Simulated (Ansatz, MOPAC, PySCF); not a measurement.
Complex: C5H10 (SMILES C1CCCC1) (first 15 atoms) with C5H12 (SMILES CC(C)(C)C); geometry from S66by8 set.
(charge 0, multiplicity 1):
```xyz
32

C      0.80512    -1.00905    -2.45716
H      0.85876    -1.10904    -3.54291
H      1.49661    -1.73116    -2.02517
C      1.12209     0.43796    -2.04523
H      1.84335     0.90315    -2.71444
H      1.56078     0.45283    -1.04781
C     -0.23935     1.17870    -2.04192
H     -0.25287     2.01387    -2.73957
H     -0.44360     1.59000    -1.05391
C     -1.29351     0.11682    -2.40559
H     -1.46835     0.11825    -3.48290
H     -2.25153     0.29105    -1.91774
C     -0.64167    -1.20706    -2.00859
H     -1.11923    -2.07462    -2.46190
H     -0.68081    -1.33228    -0.92467
C      0.04741     0.09234     2.12912
C     -0.04893    -0.05975     3.64476
H      0.94361    -0.07522     4.09712
H     -0.60786     0.76813     4.08320
H     -0.55610    -0.98842     3.91011
C      0.76147     1.39924     1.79350
H      0.84299     1.53274     0.71382
H      0.21799     2.25393     2.19900
H      1.76907     1.40989     2.21173
C     -1.35760     0.11216     1.53180
H     -1.32067     0.22935     0.44795
H     -1.93990     0.93958     1.94015
H     -1.88750    -0.81563     1.75313
C      0.83531    -1.08115     1.55178
H      0.34009    -2.02814     1.77203
H      0.93016    -0.99397     0.46865
H      1.84003    -1.11855     1.97553
```

Counterpoise-corrected where a basis set is named; no monomer relaxation. Rows marked so take none.

Rows in 3-21G, 6-31G* carry no dispersion term and start afresh at each structure (6-31G* with six Cartesian d functions). MP2/6-31G* freezes PySCF's default core. The state reached by PM3, PM7 isn't checked; PM7 holds dispersion and hydrogen-bond terms.

Codes used: Ansatz (Gaussian basis) for Hartree–Fock, density functionals and correlated methods; MOPAC for PM3, PM7 (differences of heats of formation); PySCF for 3-21G rows, 6-31G* rows, the dispersion terms. 

Other levels give for the interaction energy: PBE/def2-TZVPPD 93.0; B3LYP/def2-TZVPPD 172.0; B3LYP-D3(BJ)/def2-TZVPPD -73.9 meV.

**Question.** What do these common cheap choices give for the same quantity: PM3, PM7, HF/3-21G (no counterpoise), HF/6-31G* (no counterpoise), B3LYP/6-31G*, B3LYP/6-31G* (no counterpoise), MP2/6-31G*, MP2/6-31G* (no counterpoise)?

**Answer.** PM3 -115.8; PM7 -146.9; HF/3-21G (no counterpoise) 159.0; HF/6-31G* (no counterpoise) 238.0; B3LYP/6-31G* 176.1; B3LYP/6-31G* (no counterpoise) 131.2; MP2/6-31G* 82.5; MP2/6-31G* (no counterpoise) -13.4 meV. They span -146.9 to 238.0 meV.

Ansatz is a quantum-chemistry and plane-wave program.
